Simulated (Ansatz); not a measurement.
**Structure relaxation of Sn2As**

These are results of DFT PBE, scalar-relativistic, plane waves, PAW in Ansatz, not measurements. Cutoff 420 eV, Γ-centred k mesh, Gaussian smearing, no spin polarisation in the final step.

The start is a random cell of Sn2As with space group Cmcm (No. 63), drawn with lower limits on the distances.

```
Sn As
1.0
     3.36909   -3.25091    0.00000
     3.36909    3.25091    0.00000
     0.00000    0.00000    8.26611
Sn As
4 2
Direct
  0.08333 0.41667 0.75000
  0.58333 0.91667 0.75000
  0.91667 0.58333 0.25000
  0.41667 0.08333 0.25000
  0.50000 0.50000 0.75000
  0.50000 0.50000 0.25000
```

Cell and atoms relax at zero pressure; the relaxation can't lower the symmetry of the start. After a coarse first stage the cell is made exact in the group found at 0.06 Å.

Energies over the elements count from the elements' standard structures at the same level, with no empirical corrections.

Describe the relaxed structure.

It keeps Cmcm (No. 63). Conventional cell: a = 9.072 Å, b = 6.356 Å, c = 5.503 Å. Sn is coordinated by 2 As at 2.95–2.98 Å and 7 Sn at 3.12–3.47 Å; As is coordinated by 2 As at 2.75 Å and 4 Sn at 2.95–2.98 Å.

Space group Cmcm (No. 63). a = 9.072 Å, b = 6.356 Å, c = 5.503 Å, α = 90.00°, β = 90.00°, γ = 90.00°
```
atom site symmetry x y z
  Sn    8g       ..m  0.1815  0.1159  0.7500
  As    4c m2m  0.5000  0.0011  0.7500
```

What are its volume, energy, density and gap?

The volume per atom is 26.44 Å³, the density is 6.54 g/cm³ and the energy over the elements is 0.11 eV/atom. The gap on the 8×8×8 mesh is 0 eV (a metal).

The final run used a 8×8×8 mesh on its 6-atom cell and 0.10 eV smearing. For metals, differences of a few meV/atom aren't resolved. Symmetry constrained the relaxation, so the result can be a saddle point. The steps took about 15 core-minutes in all.